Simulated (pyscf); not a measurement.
## Elimination: H₃Si–SH → H₂Si=S + H₂

Gas phase, singlet surface, charge 0. Bonds broken: S1–H3, Si2–H4. Bonds formed: H3–H4. Single points on ωB97X-D3(BJ)/def2-SVP structures (PySCF, gas phase).

Transition state (Å):

```xyz
6

S      0.1243     2.0899     0.2530
Si     0.6687     0.1683    -0.0580
H     -0.9534     0.5564     0.0446
H     -0.9464    -0.4085    -0.1047
H      1.0838    -0.3631    -1.3830
H      1.1461    -0.7345     1.0224
```

One imaginary mode, 1343i cm⁻¹; descent along it reached the two sides named.

| bond | change | reactant side (Å) | saddle | product side |
|---|---|---|---|---|
| S1–H3 | breaks | 1.347 | 1.886 | 3.7 |
| Si2–H4 | breaks | 1.490 | 1.716 | 2.9 |
| H3–H4 | forms | 3.1 | 0.976 | 0.761 |

Electronic energies relative to the reactant's lowest minimum found (kJ/mol):

| level | barrier | reaction energy | reverse barrier |
|---|---|---|---|
| ωB97X-D3(BJ)/def2-TZVP | 234.0 | +145.2 | 88.8 |
| PBE/def2-TZVP | 196.3 | +125.3 | 70.9 |
| r²SCAN/def2-TZVP | 205.7 | +131.7 | 74.0 |
| B3LYP-D3(BJ)/def2-TZVP | 220.8 | +128.5 | 92.3 |
| PBE0-D3(BJ)/def2-TZVP | 212.7 | +142.4 | 70.2 |
| M06-2X/def2-TZVP | 224.0 | +131.0 | 93.1 |
| ωB97M-D3(BJ)/def2-TZVP | 227.4 | +136.6 | 90.8 |
| HF/def2-TZVP | 277.6 | +145.9 | 131.8 |

With ωB97M-D3(BJ)/def2-TZVP energies and thermal terms (ideal gas, 1 atm, RRHO with modes under 100 cm⁻¹ raised to 100, one conformer, R ln 2 for chiral ones without a mode under 150 cm⁻¹), in kJ/mol:

```csv
T (K),ΔH‡,ΔG‡,ΔH,ΔG
298,219.3,222.6,+124.1,+92.6
600,216.6,227.1,+125.8,+59.9
900,214.6,232.9,+125.0,+27.0
1200,212.8,239.2,+122.7,-5.4
```

At the saddle there is also a short H–Si contact that neither side keeps. This is the saddle that the search found; another between the same sides may lie lower.
